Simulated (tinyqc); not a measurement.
Worked calculation: Pariser-Parr-Pople SCF with singles CI, for the molecule C=C(N)C=O (SMILES; centres numbered as the heavy atoms are written). One step of it, computed by the program tinyqc.

Problem. Iteration 2: Fock matrix. F_rr = H_rr + P_rr gamma_rr / 2 + sum_(s != r) P_ss gamma_rs; F_rs = H_rs - P_rs gamma_rs / 2; E = tr P (H + F) / 2 + core repulsion sum_(r<s) z_r z_s gamma_rs.

P after iteration 1:
```
           1C         2C         3N        4C         5O
1C   1.270323   0.756009  -0.487514  0.111191  -0.283608
2C   0.756009   1.019579   0.535825  0.363824  -0.032009
3N  -0.487514   0.535825   1.657193  0.020712  -0.168264
4C   0.111191   0.363824   0.020712  0.782550   0.883723
5O  -0.283608  -0.032009  -0.168264  0.883723   1.270355
```

core matrix H (eV):
```
            1C          2C          3N          4C          5O
1C  -38.614682   -2.390000    0.000000    0.000000    0.000000
2C   -2.390000  -48.246101   -2.240000   -2.390000    0.000000
3N    0.000000   -2.240000  -49.707876    0.000000    0.000000
4C    0.000000   -2.390000    0.000000  -42.989367   -2.510000
5O    0.000000    0.000000    0.000000   -2.510000  -44.736598
```

repulsion gamma_rs (eV):
```
           1C         2C         3N         4C         5O
1C  11.130000   7.554960   5.465180   5.240702   3.728660
2C   7.554960  11.130000   8.281656   7.554960   5.412871
3N   5.465180   8.281656  16.800000   5.465180   4.895861
4C   5.240702   7.554960   5.465180  11.130000   8.103346
5O   3.728660   5.412871   4.895861   8.103346  15.200000
```

Centres (angstrom, eV; a flat drawing with bonds scaled to 1.40 angstrom):
```
centre          x          y  core charge z          W   gamma_rr
1C      -1.697000  -0.700000              1  11.160000  11.130000
2C      -0.485000   0.000000              1  11.160000  11.130000
3N      -0.485000   1.400000              2  25.600000  16.800000
4C       0.727000  -0.700000              1  11.160000  11.130000
5O       1.940000   0.000000              1  17.700000  15.200000
```

Give: F; pi energy.

Solution.

F (eV):
```
         1C       2C       3N       4C        5O
1C  -5.9478  -5.2458   1.3322  -0.2914    0.5287
2C  -5.2458  -6.4622  -4.4588  -3.7643    0.0866
3N   1.3322  -4.4588  -9.9049  -0.0566    0.4119
4C  -0.2914  -3.7643  -0.0566  -4.9232   -6.0906
5O   0.5287   0.0866   0.4119  -6.0906  -10.3718
```

pi energy = -93.6351 eV
